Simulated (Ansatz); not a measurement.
triplet COS: levels of theory in one basis

```csv
atom,x (Å),y (Å),z (Å)
O,-0.8950,1.3356,-0.4947
C,-0.2797,0.4174,-0.1546
S,0.5524,-0.8243,0.3053
```

Basis set: def2-SVP (spherical functions). Correlated methods keep 7 orbitals frozen. Charge 0, multiplicity 3.

Computed with Ansatz (development build ahead of 0.2.0); each method stands on the lowest determinant of its kind that the runs found.

| method | E − E(ROHF) (eV) | <S²> of the determinant |
| --- | --- | --- |
| ROHF | 0.00 | 2.00 |
| UHF | -0.29 | 2.02 |
| UHF-CCSD(T) | -11.79 | 2.02 |

**Question.** What does UHF-MP2 give on the same scale?

**Answer.** -10.78 eV.

**Question.** Is a single determinant a sound starting point here?

**Answer.** By this sign, yes. Unrestricted orbitals gain 0.29 eV and <S²> is 2.02 against 2.00 for a pure state.

Caution: another spin multiplicity may lie lower.
